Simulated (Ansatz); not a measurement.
Reaction (substitution at a C–C bond): `CC(C)(C)Cl` + `NC(O)O` → `CNC(O)O` + `CC(C)Cl`

Isolated molecules relaxed with PBE0-D4/def2-TZVP in Ansatz; ΔE leaves out vibrations. CCSD(T)/CBS is the MP2 limit (def2-TZVPP, def2-QZVPP) plus CCSD(T) − MP2 in def2-TZVPP, frozen cores. DFT in def2-TZVPP. B3LYP here is the variant with VWN-RPA as its local correlation; programs differ in this. One conformer a species, not always the lowest.

`CC(C)(C)Cl`:

Z-matrix (Å, degrees):
```
C
C 1 1.516
H 1 1.094 2 109.4
H 1 1.091 2 111.0 3 119.6
H 1 1.091 2 111.0 3 -119.6
C 2 1.516 1 111.5 3 -62.7
C 2 1.516 1 111.5 3 62.7
Cl 2 1.821 1 107.3 3 180.0
H 6 1.091 2 111.0 1 -177.6
H 6 1.091 2 111.0 1 -56.9
H 6 1.094 2 109.4 1 62.7
H 7 1.094 2 109.4 1 -62.7
H 7 1.091 2 111.0 1 177.6
H 7 1.091 2 111.0 1 56.9
```

`NC(O)O`:

Cartesian coordinates in Å:
```
N -0.118 0.353 1.113
C 0.210 -0.161 -0.182
O 0.124 0.937 -1.043
O -0.668 -1.183 -0.523
H 0.358 1.230 1.279
H 0.136 -0.307 1.835
H 1.207 -0.623 -0.259
H 0.298 0.617 -1.932
H -1.548 -0.862 -0.287
```

`CNC(O)O`:

```xyz
12

C    -0.099   -0.498   -1.399
N     0.541   -0.689   -0.108
C     0.102    0.170    0.936
O     0.533    1.488    0.722
O    -1.292    0.225    1.025
H    -1.165   -0.748   -1.403
H     0.002    0.546   -1.696
H     0.414   -1.110   -2.142
H     0.490   -1.652    0.194
H     0.524   -0.220    1.876
H     1.473    1.445    0.521
H    -1.522    1.044    1.473
```

`CC(C)Cl`:

Z-matrix (Å, degrees):
```
C
C 1 1.511
H 1 1.090 2 111.3
H 1 1.092 2 110.6 3 120.7
H 1 1.094 2 109.5 3 -120.0
C 2 1.511 1 113.3 3 -179.5
Cl 2 1.804 1 109.2 3 -57.5
H 2 1.091 1 110.2 3 56.5
H 6 1.092 2 110.6 1 58.8
H 6 1.094 2 109.5 1 -60.5
H 6 1.090 2 111.3 1 179.5
```

| level | ΔE (kJ/mol) | difference from CCSD(T)/CBS |
| --- | --- | --- |
| PBE-D4 | 44.6 | -5.8 |
| r2SCAN-D4 | 47.5 | -2.9 |
| PBE0-D4 | 45.1 | -5.3 |
| B3LYP-D4 | 42.5 | -7.9 |
| ωB97X-V | 44.3 | -6.1 |
| ωB97M-V | 47.3 | -3.1 |
| B2PLYP | 44.2 | -6.2 |
| PBE | 42.1 | -8.3 |
| r2SCAN | 46.9 | -3.5 |
| PBE0 | 42.9 | -7.5 |
| B3LYP | 38.4 | -12.0 |
| HF/def2-TZVPP | 36.3 | -14.1 |
| MP2/def2-TZVPP | 54.3 | 3.9 |
| SCS-MP2/def2-TZVPP | 49.5 | -0.9 |
| CCSD/def2-TZVPP | 47.2 | -3.2 |
| CCSD(T)/def2-TZVPP | 49.3 | -1.1 |
| HF/def2-QZVPP | 36.2 | -14.2 |
| MP2/def2-QZVPP | 54.9 | 4.5 |
| SCS-MP2/def2-QZVPP | 50.0 | -0.4 |
| HF/CBS(def2) | 36.2 | -14.2 |
| MP2/CBS(def2) | 55.4 | 5.0 |
| CCSD/CBS(def2) | 48.3 | -2.1 |
| CCSD(T)/CBS | 50.4 | 0 |

Largest T1 diagnostic among the species: 0.011.

The D4 term adds +4.1 kJ/mol with B3LYP and +2.2 kJ/mol with PBE0; it sums over pairs of atoms, weighted by their polarisabilities, and B3LYP, whose exchange is more repulsive, gets the larger term. In def2-TZVPP, CCSD(T) changes the Hartree–Fock value by +13.0 kJ/mol (the triples alone add +2.0 kJ/mol) and MP2 by +18.1 kJ/mol.
